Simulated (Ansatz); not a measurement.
**CH₂LiS radical (SMILES [Li][S][CH2]): functionals against CCSD(T) at one geometry**

Aim: energy, forces and dipole at a structure displaced at random from a GFN2-xTB minimum, from CCSD(T) and from density functionals.

Computed with Ansatz 0.2.0, Gaussian basis. Level: single points in def2-TZVPP.

Cores are frozen in the correlated methods. The outer core shell of Li, Na, Mg and K is correlated. Orbitals are unrestricted.

### Step 1. The starting structure

SMILES `[Li][S][CH2]`, 5 atoms, charge 0, spin multiplicity 2.

Atoms are counted from 1 here; the program's logs count them from 0.

Bond lengths: Li1–S2 2.180 Å, S2–C3 1.707 Å, C3–H4 1.028 Å, C3–H5 1.114 Å. Angles: Li1–S2–C3 113.5°, S2–C3–H4 121.3°, S2–C3–H5 113.6°, H4–C3–H5 121.7°.

As a file:

```xyz
5
charge 0, multiplicity 2
Li   -1.15720   -1.22730    1.91200
S    -1.08670    0.09110    0.17670
C     0.47580    0.24970   -0.49310
H     0.74540   -0.25640   -1.34660
H     1.00960    1.17160   -0.16630
```

### Step 2. CCSD(T)/def2-TZVPP

Contents of run/in.yaml:

```yaml
crystal:
  periodic: [false, false, false]
  atoms:
    - {symbol: Li, position_ang: [-1.157200, -1.227300, 1.912000]}
    - {symbol: S, position_ang: [-1.086700, 0.091100, 0.176700]}
    - {symbol: C, position_ang: [0.475800, 0.249700, -0.493100]}
    - {symbol: H, position_ang: [0.745400, -0.256400, -1.346600]}
    - {symbol: H, position_ang: [1.009600, 1.171600, -0.166300]}
basis:
  gaussian: {orbitals: def2-TZVPP}
magnetization: {spin_polarized: true, initial_magnetization: 1}
correlation: {method: ccsd_t}
scf: {omitted_lower_state_checks: [cluster_reference]}
output: {forces: true}
```

The command line of these runs was not kept.

### Step 3. PBE0-D4/def2-TZVPP

Changes to run/in.yaml since step 2:

```diff
@@ -11,4 +11,3 @@
 magnetization: {spin_polarized: true, initial_magnetization: 1}
-correlation: {method: ccsd_t}
-scf: {omitted_lower_state_checks: [cluster_reference]}
-output: {forces: true}
+hamiltonian: {xc: pbe0, dispersion: d4}
+output: {forces: true, orbitals: {seedname: orbitals}}
```

### Step 4. wB97M-V/def2-TZVPP

Changes to run/in.yaml since step 3:

```diff
@@ -11,3 +11,3 @@
 magnetization: {spin_polarized: true, initial_magnetization: 1}
-hamiltonian: {xc: pbe0, dispersion: d4}
-output: {forces: true, orbitals: {seedname: orbitals}}
+hamiltonian: {xc: {name: wB97M-V}}
+output: {forces: true}
```

### Step 5. r2SCAN-D4/def2-TZVPP

Changes to run/in.yaml since step 4:

```diff
@@ -11,3 +11,3 @@
 magnetization: {spin_polarized: true, initial_magnetization: 1}
-hamiltonian: {xc: {name: wB97M-V}}
+hamiltonian: {xc: r2scan, dispersion: d4}
 output: {forces: true}
```

### Step 6. PBE-D4/def2-TZVPP

Changes to run/in.yaml since step 5:

```diff
@@ -11,3 +11,3 @@
 magnetization: {spin_polarized: true, initial_magnetization: 1}
-hamiltonian: {xc: r2scan, dispersion: d4}
+hamiltonian: {xc: pbe, dispersion: d4}
 output: {forces: true}
```

### Step 7. BLYP-D4/def2-TZVPP

Changes to run/in.yaml since step 6:

```diff
@@ -11,3 +11,3 @@
 magnetization: {spin_polarized: true, initial_magnetization: 1}
-hamiltonian: {xc: pbe, dispersion: d4}
+hamiltonian: {xc: {name: BLYP}, dispersion: d4}
 output: {forces: true}
```

### Step 8. CAM-B3LYP-D4/def2-TZVPP

Changes to run/in.yaml since step 7:

```diff
@@ -11,3 +11,3 @@
 magnetization: {spin_polarized: true, initial_magnetization: 1}
-hamiltonian: {xc: {name: BLYP}, dispersion: d4}
+hamiltonian: {xc: {name: CAM-B3LYP}, dispersion: d4}
 output: {forces: true}
```

(Steps that only read results are left out.)

Before running it: what results should come out? Wanted: energy less free atoms, CCSD(T)/def2-TZVPP; RMS force component; RMS force error; HOMO and LUMO, PBE0-D4; T1 diagnostic.

As calculated:

```
                                  quantity                                                                                                value
energy less free atoms, CCSD(T)/def2-TZVPP                                                                                           -14.679 eV
                       RMS force component                                                                 1.045 to 1.080 eV/Å over the methods
                           RMS force error  PBE0-D4 0.135, wB97M-V 0.100, r2SCAN-D4 0.070, PBE-D4 0.161, BLYP-D4 0.094, CAM-B3LYP-D4 0.123 eV/Å
                    HOMO and LUMO, PBE0-D4                                                                                   -4.08 and -1.47 eV
                             T1 diagnostic                                                                                                0.020
```

**Reading.** Against CCSD(T) the functionals' energies less atoms differ by -0.948 to -0.568 eV, PBE-D4 by -0.948 eV. The reference is not at the basis limit: in triple zeta CCSD(T) underbinds, which counts against methods that bind more; the gaps are no ranking. For forces r2SCAN-D4 does best and PBE-D4 worst. Frozen-core CCSD(T) forces in triple zeta carry basis errors of their own, and this is one geometry, so small gaps rank nothing.
